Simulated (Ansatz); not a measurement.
**C2H3FOS: small, medium and large basis sets**

An exercise on one series of results from a longer session: the logs are not shown, and one member is left open.

The runs use Ansatz 0.2.0, Gaussian basis; one geometry, several basis sets.

Levels to be run: PBE0-D4/def2-SVP; ωB97M-V/def2-SVP; PBE0-D4/def2-QZVPP; ωB97M-V/def2-QZVPP; the functionals' def2-TZVPP values are taken from earlier runs.

## The geometry

An earlier PBE0-D4 in a triple-zeta def2 set relaxation fixed the geometry.

8 atoms, charge 0, spin multiplicity 1.

Atoms are counted from 1 here; the program's logs count them from 0.

Bond lengths: O1–C2 1.193 Å, C2–C3 1.525 Å, C2–H6 1.108 Å, C3–F4 1.386 Å, C3–S5 1.779 Å, C3–H7 1.096 Å, S5–H8 1.344 Å. Angles: O1–C2–C3 125.4°, O1–C2–H6 122.3°, C3–C2–H6 112.3°, C2–C3–F4 105.2°, C2–C3–S5 114.5°, C2–C3–H7 109.0°, F4–C3–S5 113.4°, F4–C3–H7 106.7°, S5–C3–H7 107.7°, C3–S5–H8 95.2°.

The first run:

Contents of in.yaml:

```yaml
crystal:
  periodic: [false, false, false]
  atoms:
    - {symbol: O, position_ang: [-0.684543, 1.591532, -0.400234]}
    - {symbol: C, position_ang: [-0.094748, 0.916677, 0.387551]}
    - {symbol: C, position_ang: [0.443689, -0.484860, 0.122849]}
    - {symbol: F, position_ang: [0.077766, -1.229153, 1.233167]}
    - {symbol: S, position_ang: [-0.088816, -1.201814, -1.415814]}
    - {symbol: H, position_ang: [0.098062, 1.251002, 1.426365]}
    - {symbol: H, position_ang: [1.539069, -0.450276, 0.113266]}
    - {symbol: H, position_ang: [-1.198379, -0.450207, -1.522949]}
basis:
  gaussian: {orbitals: def2-SVP}
hamiltonian: {xc: pbe0, dispersion: d4}
output: {orbitals: {seedname: orbitals}}
```

Launch:

```
> ansatz run in.yaml --threads 2 --pin off --events-out ev --progress --plain --max-ram 4352MiB
```

Steps of the session up to this table: PBE0-D4 in def2-SVP; ωB97M-V in def2-SVP; PBE0-D4 in def2-QZVPP; ωB97M-V in def2-QZVPP.

One table of the session follows, with a row left open; its other results are not shown here.

It belongs to the step «Density functionals: the series». 

```
functional       basis  HOMO (eV)
   PBE0-D4    def2-SVP      -7.61
   PBE0-D4  def2-TZVPP      -7.76
   PBE0-D4  def2-QZVPP      -7.80
   ωB97M-V    def2-SVP      -9.84
   ωB97M-V  def2-TZVPP     -10.01
   ωB97M-V  def2-QZVPP          ?
```

Estimate the missing values for ωB97M-V, def2-QZVPP.

As computed: HOMO (eV): -10.06. In the column «HOMO (eV)» it is the lowest.
